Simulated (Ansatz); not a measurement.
**CH3LiO: one species, many methods**

How much do the methods differ for CH3LiO? The plan is to run it at one geometry with functionals of several rungs and with coupled cluster. The yardstick is the atomisation energy at the CCSD(T) limit.

Computed with Ansatz 0.2.0, Gaussian basis. Level: functionals in def2-TZVPP, the program's frozen cores in correlated methods.

The runs, in order: LDA (SPW92), PBE-D4, revPBE-D4, BLYP-D4, r2SCAN-D4, B97M-V, PBE0-D4, B3LYP-D4, r2SCANh-D4, r2SCAN0-D4, HSE06-D4, BHLYP-D4, CAM-B3LYP-D4, LC-ωPBE, ωB97X-V, ωB97M-V, B2PLYP, PBE-QIDH; CCSD(T)/def2-SVP; CCSD(T)/def2-TZVPP; CCSD(T)/def2-QZVPP; extrapolation to the limit.

**1. Structure used throughout**

An earlier PBE0-D4 in a triple-zeta def2 set relaxation fixed the geometry.

SMILES `[Li][O]C`, 6 atoms, charge 0, spin multiplicity 1.

Atoms are counted from 1 here; the program's logs count them from 0.

Bond lengths: Li1–O2 1.576 Å, O2–C3 1.366 Å, C3–H4 1.105 Å, C3–H5 1.105 Å, C3–H6 1.105 Å. Angles: Li1–O2–C3 180.0°, O2–C3–H4 112.7°, O2–C3–H5 112.7°, O2–C3–H6 112.7°, H4–C3–H5 106.1°, H4–C3–H6 106.1°, H5–C3–H6 106.1°.

**2. LDA**

This LDA is Slater exchange with PW92 correlation.

in.yaml

```yaml
crystal:
  periodic: [false, false, false]
  atoms:
    - {symbol: Li, position_ang: [-1.839438, -1.015407, -1.240552]}
    - {symbol: O, position_ang: [-0.645308, -0.365703, -0.443222]}
    - {symbol: C, position_ang: [0.389484, 0.197462, 0.247682]}
    - {symbol: H, position_ang: [1.028506, -0.554335, 0.745962]}
    - {symbol: H, position_ang: [1.061678, 0.789996, -0.399531]}
    - {symbol: H, position_ang: [0.047077, 0.883988, 1.043462]}
basis:
  gaussian: {orbitals: def2-TZVPP}
hamiltonian: {xc: lda}
output: {orbitals: {seedname: orbitals}}
```

Run with:

```sh
ansatz run in.yaml --threads 2 --pin off --events-out ev --progress --plain --max-ram 32768MiB --backend cpu
```

After this run come: PBE-D4 (GGA); revPBE-D4 (GGA); BLYP-D4 (GGA); r2SCAN-D4 (meta-GGA); B97M-V (meta-GGA); B3LYP-D4 (hybrid); r2SCANh-D4 (hybrid); r2SCAN0-D4 (hybrid); HSE06-D4 (hybrid); BHLYP-D4 (hybrid); CAM-B3LYP-D4 (range-separated); LC-ωPBE (range-separated); ωB97X-V (range-separated); ωB97M-V (range-separated); B2PLYP (double hybrid); PBE-QIDH (double hybrid); CCSD(T) in def2-SVP; CCSD(T) in def2-TZVPP; CCSD(T) in def2-QZVPP.

**Question.** What will the summary of the whole plan be? Wanted: atomisation energy, CCSD(T)/CBS; farthest beyond LDA; mean size of error, GGA; mean size of error, meta-GGA; mean size of error, hybrid; mean size of error, range-separated; mean size of error, double hybrid; gap, smallest and largest; T1 diagnostic.

**Answer**, as computed:

| quantity | value |
| --- | --- |
| atomisation energy, CCSD(T)/CBS | 21.426 eV |
| functionals within 0.107 eV (0.5 %) | BLYP-D4, B3LYP-D4, CAM-B3LYP-D4, ωB97M-V |
| farthest beyond LDA | BHLYP-D4 (-0.872 eV) |
| mean size of error, GGA | 0.207 eV |
| mean size of error, meta-GGA | 0.145 eV |
| mean size of error, hybrid | 0.389 eV |
| mean size of error, range-separated | 0.119 eV |
| mean size of error, double hybrid | 0.361 eV |
| gap, smallest and largest | 2.63 eV (revPBE-D4), 8.60 eV (LC-ωPBE) |
| T1 diagnostic | 0.0130 |
| triples share of the correlation energy | 3.2 % |

In words: LDA overbinds by 3.037 eV (14 %). PBE-D4 misses by +0.290 eV. Double hybrids carry the basis error of their MP2 part in triple zeta, and no dispersion term here, so their miss is partly the set-up's. By mean error the best rung here is range-separated (0.119 eV) and the worst beyond LDA is hybrid (0.389 eV). The gap between the best rungs is small, so their order is not settled. The mean of the hybrids holds BHLYP, with half exact exchange. Misses under about 0.107 eV are within the doubt on the reference itself, which lacks core-valence correlation, relativity and higher excitations. Hartree-Fock recovers 69 % of the binding; the rest is correlation. CCSD(T) in def2-SVP is off by -1.244 eV, so the small basis spoils what the method gains. The gap grows from 2.6 to 8.6 eV across the functionals, mostly with the share of exact exchange. Correlated methods include outer-core shells of Li, which these sets cover unevenly.
